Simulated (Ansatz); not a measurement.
# HCl (singlet): RPA-PBE over a scan of the distance Cl1–H2, cc-pVDZ

How well do these functionals follow the top wave-function level for HCl (singlet) over a scan of the distance Cl1–H2?

Method: cc-pVDZ, all electrons in the functionals, frozen cores in the correlation of double hybrids and RPA; program: Ansatz 0.2.0, Gaussian basis.

The runs, in order: RPA-PBE, at 1.033 Å; 1.161 Å; 1.279 Å; 1.429 Å; 1.548 Å; 1.760 Å; 2.048 Å; 2.329 Å; 2.756 Å; 3.535 Å; 4.326 Å.

17 further runs of the same task are left out: 12 that didn't finish, 5 set aside as unsound or not needed.

### 1 What is computed

The geometry derives from a PBE0/def2-TZVP stationary point (not a proven minimum). One bond is set to the value named and the two fragments are kept rigid.

2 atoms, charge 0, spin multiplicity 1.

Atoms are counted from 1 here; the program's logs count them from 0.

Bond lengths: Cl1–H2 1.279 Å.

No dispersion term is added.

The geometry shown and the zero of energy belong to the point 1.279 Å. The yardstick, FCI, and other wave-function levels (R restricted, U unrestricted, valence and pair active spaces) come from earlier runs.

### 2 RPA-PBE, 1.033 Å

File in.yaml:

```yaml
crystal:
  periodic: [false, false, false]
  atoms:
    - {symbol: Cl, position_ang: [0.000000, 0.000000, 0.000000]}
    - {symbol: H, position_ang: [0.000000, 0.000000, 1.033000]}
basis:
  gaussian: {orbitals: cc-pVDZ}
hamiltonian: {xc: {name: PBE}}
correlation: {method: rpa, electrons: outside_noble_gas}
```

The run is started by

```sh
> ansatz run in.yaml --threads 1 --pin off --events-out ev --progress --plain --max-ram 2393MiB
```

The runs that follow: RPA-PBE, 1.161 Å; RPA-PBE, 1.279 Å; RPA-PBE, 1.429 Å; RPA-PBE, 1.548 Å; RPA-PBE, 1.760 Å; RPA-PBE, 2.048 Å; RPA-PBE, 2.329 Å; RPA-PBE, 2.756 Å; RPA-PBE, 3.535 Å; RPA-PBE, 4.326 Å.

**Question.** What will the summary of the whole plan be? Wanted: span of the FCI curve; largest miss, RPA-PBE.

The runs gave:

| quantity | value |
| --- | --- |
| span of the FCI curve | 410.8 kJ/mol |
| largest miss, RPA-PBE | -23.2 kJ/mol (4.326 Å) |

In words: RPA-PBE strays by up to 23.2 kJ/mol, at 4.326 Å. RPA-PBE clearly breaks the spin symmetry at some points (⟨S²⟩ up to 0.97 above the pure value), so energy there is bought with a mixed spin. Functionals and the yardstick converge differently with the basis, so part of each miss in cc-pVDZ is the basis.
